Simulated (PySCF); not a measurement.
Compound: H₆OSi₂.
Cartesian coordinates in Å at the PBE0-D3(BJ)/def2-TZVP level; atoms count from 1:
```xyz
9
H6OSi2 angstrom
Si    -1.5433   -0.2209    0.1053
O      0.0673   -0.3380    0.3532
Si     1.5517    0.2210   -0.0399
H     -1.8578    1.0257   -0.6424
H     -2.0135   -1.3916   -0.6775
H     -2.2307   -0.1971    1.4197
H      2.4152   -0.9254   -0.4160
H      1.4571    1.1679   -1.1829
H      2.1421    0.9203    1.1289
```

Computed with PySCF, PBE0-D3(BJ)/def2-TZVP geometry optimisation, gas phase.

Masses are those of the commonest isotopes; rigid-rotor values at the optimised geometry. 

(1) What are A, B and C (MHz)?

(2) What kind of rotor is it?

(3) What does the inertial defect say?

(4) Give the other two planar moments, Paa and Pbb, and the rms extents of the mass along the axes.

(5) Where do the levels up to J = 5 lie, in K?

(6) Which types of transition are allowed, and where do some lines up to J = 2 fall?

(7) Estimate the classical rotational partition function at 10 K, 25 K and 500 K.

## Answers

(1) Ia = 14.47, Ib = 168.60, Ic = 171.25 u·Å²; 505379 MHz·u·Å²/I gives A = 34922, B = 2997, C = 2951 MHz.

(2) A near-prolate asymmetric top: κ = (2 × 2997 − 34922 − 2951)/(34922 − 2951) = -1.00.

(3) Not planar: Δ = Ic − Ia − Ib = -11.83 u·Å². For a rigid frame Δ = −2 Σ m c², so Σ m c² = 5.91 u·Å² lies off the ab plane, practically all of it from hydrogen. The atom farthest from that plane is 1.34 Å away.

(4) Paa = Σ m a² = (Ib + Ic − Ia)/2 = 162.69 and Pbb = Σ m b² = (Ia + Ic − Ib)/2 = 8.56 u·Å². With the mass M = 78.00 u, the rms extents √(P/M) along a, b and c are 1.44, 0.33, 0.28 Å.

(5) Above 0(0,0), as E/k:
J = 1: 1(0,1) 0.285, 1(1,1) 1.818, 1(1,0) 1.820
J = 2: 2(0,2) 0.856, 2(1,2) 2.386, 2(1,1) 2.393, 2(2,1) 6.989, 2(2,0) 6.989
J = 3: 3(0,3) 1.713, 3(1,3) 3.240, 3(1,2) 3.253, 3(2,2) 7.846, 3(2,1) 7.846, 3(3,1) 15.512, 3(3,0) 15.512
J = 4: 4(0,4) 2.855, 4(1,4) 4.377, 4(1,3) 4.399, 4(2,3) 8.988, 4(2,2) 8.988, 4(3,2) 16.654, 4(3,1) 16.654, 4(4,1) 27.387, 4(4,0) 27.387
J = 5: 5(0,5) 4.282, 5(1,5) 5.799, 5(1,4) 5.832, 5(2,4) 10.415, 5(2,3) 10.415, 5(3,3) 18.081, 5(3,2) 18.081, 5(4,2) 28.814, 5(4,1) 28.814, 5(5,1) 42.613, 5(5,0) 42.613
Those of J = 1 are B + C, A + C and A + B.

(6) The dipole components are |μa| = 0.00 D, |μb| = 0.30 D, |μc| = 0.00 D; the symmetry axis of this C2 structure is b, so μa and μc vanish by symmetry and there are no a-type or c-type lines. Some lines, for components of 0.1 D or more:

```json
{"type": "b", "branch": "Q", "J(Ka,Kc)": "1(1,0) ← 1(0,1)", "MHz": "31971", "lower level (cm⁻¹)": "0.198"}
{"type": "b", "branch": "Q", "J(Ka,Kc)": "2(1,1) ← 2(0,2)", "MHz": "32017", "lower level (cm⁻¹)": "0.595"}
{"type": "b", "branch": "R", "J(Ka,Kc)": "1(1,1) ← 0(0,0)", "MHz": "37873", "lower level (cm⁻¹)": "0.000"}
{"type": "b", "branch": "R", "J(Ka,Kc)": "2(1,2) ← 1(0,1)", "MHz": "43775", "lower level (cm⁻¹)": "0.198"}
{"type": "b", "branch": "Q", "J(Ka,Kc)": "2(2,0) ← 2(1,1)", "MHz": "95773", "lower level (cm⁻¹)": "1.663"}
{"type": "b", "branch": "Q", "J(Ka,Kc)": "2(2,1) ← 2(1,2)", "MHz": "95912", "lower level (cm⁻¹)": "1.659"}
{"type": "b", "branch": "R", "J(Ka,Kc)": "2(2,1) ← 1(1,0)", "MHz": "107716", "lower level (cm⁻¹)": "1.265"}
{"type": "b", "branch": "R", "J(Ka,Kc)": "2(2,0) ← 1(1,1)", "MHz": "107763", "lower level (cm⁻¹)": "1.263"}
```

(7) Point group C2, symmetry number σ = 2; q = (√π/σ)·√((kT/h)³/(ABC)), k/h = 20836.6 MHz/K: 152 at 10 K, 599 at 25 K, 53600 at 500 K.

Stationary, but not proved a minimum. No vibrational averaging or centrifugal distortion is included, and the geometry carries the error of its method. A rigid rotor knows nothing of internal rotation, which can split or shift real lines.
